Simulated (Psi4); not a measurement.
Reaction (SMILES): S=C=S + 4 [H][H] (H2) → C (CH4) + 2 S (H2S)
B3LYP-D3(BJ)/def2-TZVP geometries, fixed; electronic energies without zero-point terms.
Largest species:
```xyz
5

C      0.0000     0.0000     0.0000
H      0.6205     0.6269     0.6390
H     -0.6429    -0.6249     0.6185
H      0.6369    -0.6328    -0.6166
H     -0.6146     0.6308    -0.6409
```
Charge 0, spin multiplicity 1.

Basis-set convergence of the energy of full hydrogenation at PBE0 with Psi4. Cartesian d functions, on some or all atoms, in 6-31G*, 6-31+G*; all else is spherical. Density fitting with the program's default auxiliary sets. Psi4's default fitting sets serve the pcseg sets less well. No added dispersion term, no relativity. Functions are those of the species that has most. Reference: the value in aug-cc-pV(Q+d)Z, -76.35 kcal/mol, itself unsure by roughly 0.22 kcal/mol (its mean distance from def2-QZVPPD, def2-QZVPP, cc-pV(Q+d)Z). Deviations are taken from unrounded values.

| basis | functions | energy of full hydrogenation (kcal/mol) | minus reference (kcal/mol) |
|---|---|---|---|
| 3-21G | 35 | -73.98 | 2.37 |
| pcseg-0 | 35 | -74.42 | 1.93 |
| def2-SV(P) | 50 | -66.15 | 10.20 |
| pcseg-1 | 50 | -78.84 | -2.49 |
| 6-31G* | 53 | -71.51 | 4.84 |
| 6-31+G* | 65 | -72.77 | 3.58 |
| def2-SVPD | 74 | -86.73 | -10.38 |
| cc-pV(T+d)Z | 108 | -75.96 | 0.40 |
| jun-cc-pV(T+d)Z | 135 | -76.71 | -0.35 |
| def2-TZVPPD | 139 | -76.48 | -0.12 |
| cc-pV(Q+d)Z | 183 | -76.05 | 0.31 |
| def2-QZVPP | 197 | -76.06 | 0.29 |
| def2-QZVPPD | 221 | -76.27 | 0.08 |

The smallest set listed that lies within 1 kcal/mol of the reference with all its larger relatives (same family, alike in diffuse functions; a set with none counts only in the reference's own line) is cc-pV(T+d)Z (108 functions, 0.40 kcal/mol off). Inside, with no larger relative to test it: def2-QZVPP. (Relatives not listed, tested too: aug-cc-pV(T+d)Z -0.52, aug-cc-pV(Q+d)Z 0.00 kcal/mol.)
